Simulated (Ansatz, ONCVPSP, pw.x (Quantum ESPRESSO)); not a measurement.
## Ga (Z = 31) (diamond): variants of one ONCV potential in the solid

Ga (Z = 31), optimised norm-conserving Vanderbilt (ONCV), made with ONCVPSP 4.0.1.1 (patched build) (PBEsol, scalar-relativistic). Core [Ar] 3d10, reference 4s2 4p0.75 (charge +0.25). Waves: 4s: rc 1.70 bohr, ncon 4, nbas 7, qcut 3.6 1/bohr, local; 4p: rc 2.60 bohr, ncon 5, nbas 8, qcut 3.2 1/bohr, 1 projector; d scattering state at 0.42 Ha: rc 2.45 bohr, ncon 4, nbas 8, qcut 4.3 1/bohr, 1 projector. Local part: the s channel. Core correction: Teter function, fcfact 3.75, rcfact 1.4.

Crystal test: diamond Ga in pw.x 7.5, no spin, 8³ k-points, Fermi–Dirac smearing 0.01 Ry, cutoffs set for each file from its atomic test. The reference is all-electron LAPW (Ansatz 0.2.0) with the same functional, mesh and smearing; V0 and B0 come from Birch–Murnaghan fits to the pressures at five volumes. Errors are pseudo minus all-electron; Δ is the rms difference of the E(V) curves that follow from these fits, minima aligned, over ±6 % about the mean V0. Mesh and smearing are coarse, so the numbers serve the comparison and aren't converged zero-temperature values; the lattice is a test structure that the element need not adopt.

All-electron: a0 = 5.761 Å (V0 = 23.90 Å³/atom), B0 = 43.7 GPa.

Base: The largest radius (2.60 bohr) exceeds half the bond length (2.36 bohr), so the spheres overlap, which is one possible source of error among others. This is a poor potential for the solid.

1 further variants are left out: they gave no file fit for a test, a broken result, the same result as the base, or pressures whose basis-set error rivals the error shown.

| change | cutoffs (Ry) | pw.x | a0 (Å) | a0 error (%) | B0 error (%) | Δ (meV/atom) | mean pressure error (GPa) |
| --- | --- | --- | --- | --- | --- | --- | --- |
| base | 70/280 | converged | 5.709 | -0.91 | +7.5 | 6.4 | -1.22 |
| all radii but the core radius scaled by about 1.30 (s 2.22, p 3.38, d 3.20 bohr) | 50/200 | converged | 5.722 | -0.68 | +6.6 | 4.8 | -0.92 |
| core correction none | 70/280 | converged | 5.724 | -0.65 | -1.3 | 4.5 | -0.83 |
| reference 4s2 4p1 | 70/280 | converged | 5.716 | -0.79 | +7.0 | 5.6 | -1.06 |

(1) Give the row for: p: rc 2.44.

Results:

(1) pw.x: converged; mean pressure error (GPa): -1.28; a0 (Å): 5.706; a0 error (%): -0.96; B0 error (%): +7.7; Δ (meV/atom): 6.7.
